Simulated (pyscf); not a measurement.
Substitution at S: `[SH][GaH2]` + `[H]` [doublet] -> `[SH2]` + `[GaH2]` [doublet]

Gas phase, doublet surface, charge 0. Bonds broken: S1–Ga2. Bonds formed: S1–H6. PySCF, gas phase, ωB97X-D3(BJ)/def2-SVP geometries. Correlated levels are frozen-core, on RHF or UHF. ΔMP2 is the change of the MP2 total energy from the triple- to the quadruple-zeta basis.

Transition state (Å):

```xyz
6

S      1.0204     0.3479     1.4064
Ga     1.2624    -0.2138    -0.7533
H     -0.3136     0.5072     1.3610
H     -0.0392    -0.5784    -1.5324
H      2.7429    -0.4761    -1.1586
H      0.7442    -0.6129     2.8344
```

One imaginary mode, 1071i cm⁻¹; descent along it reached the two sides named, in the forms told below.

```
bond    change  reactant side (Å)  saddle  product side
------  ------  -----------------  ------  ------------
S1–Ga2  breaks              2.194   2.245           2.7
S1–H6    forms                3.7   1.743         1.348
```

Electronic energies relative to the separated reactants (eV):

```json
[
 {"level": "ωB97X-D3(BJ)/def2-TZVP", "barrier": "0.23", "reaction energy": "+0.07", "reverse barrier": "0.16"},
 {"level": "PBE/def2-TZVP", "barrier": "-0.13", "reaction energy": "-0.12", "reverse barrier": "-0.02"},
 {"level": "r²SCAN/def2-TZVP", "barrier": "-0.14", "reaction energy": "-0.11", "reverse barrier": "-0.03"},
 {"level": "B3LYP-D3(BJ)/def2-TZVP", "barrier": "-0.07", "reaction energy": "-0.25", "reverse barrier": "0.18"},
 {"level": "PBE0-D3(BJ)/def2-TZVP", "barrier": "0.00", "reaction energy": "-0.07", "reverse barrier": "0.07"},
 {"level": "M06-2X/def2-TZVP", "barrier": "0.18", "reaction energy": "-0.14", "reverse barrier": "0.32"},
 {"level": "ωB97M-D3(BJ)/def2-TZVP", "barrier": "0.19", "reaction energy": "-0.20", "reverse barrier": "0.39"},
 {"level": "HF/def2-TZVP", "barrier": "0.74", "reaction energy": "-0.10", "reverse barrier": "0.84"},
 {"level": "MP2/def2-QZVPP", "barrier": "0.36", "reaction energy": "+0.12", "reverse barrier": "0.24"},
 {"level": "CCSD/def2-TZVPP", "barrier": "0.25", "reaction energy": "-0.18", "reverse barrier": "0.43"},
 {"level": "CCSD(T)/def2-TZVPP", "barrier": "0.21", "reaction energy": "-0.12", "reverse barrier": "0.32"},
 {"level": "CCSD(T)/def2-TZVPP + ΔMP2(QZVPP)", "barrier": "0.18", "reaction energy": "-0.08", "reverse barrier": "0.26"}
]
```

With CCSD(T)/def2-TZVPP + ΔMP2(QZVPP) energies and thermal terms (ideal gas, 1 atm, RRHO with modes under 100 cm⁻¹ raised to 100, one conformer, R ln 2 for rigid chiral ones), in eV:

| T (K) | ΔH‡ | ΔG‡ | ΔH | ΔG |
|---|---|---|---|---|
| 298 | 0.19 | 0.47 | 0.00 | -0.12 |
| 600 | 0.17 | 0.77 | -0.05 | -0.22 |
| 900 | 0.15 | 1.07 | -0.11 | -0.30 |
| 1200 | 0.14 | 1.37 | -0.16 | -0.35 |

On the product side the descent ends in an adduct with a Ga–S contact, 0.54 eV under the separated species and 0.70 eV under the saddle at ωB97X-D3(BJ)/def2-TZVP. At PBE, r²SCAN, B3LYP-D3(BJ) this geometry lies under the reactants; that is no barrier but a single point on another level's saddle; such a level's own saddle, if it has one, lies nearer that side and is low. At PBE, r²SCAN the saddle lies under the separated products, which points to a path from their complex (located at ωB97X-D3(BJ) alone). What is counted as broken (Ga–S) persists as a longer contact in the product adduct; parting that adduct is a step of its own. This is the saddle that the search found; another between the same sides may lie lower. The angle at the attacked S is 132°. The CCSD(T) − MP2 part came from Ansatz, without density fitting, on the same reference. The frozen core leaves the outer d or s,p core shells of the metals and heavy elements correlated in the MP2 and CC values, and def2-TZVPP describes them poorly, which can shift differences by a few kcal/mol. Elements up to Kr have no core potential and no relativistic terms here.
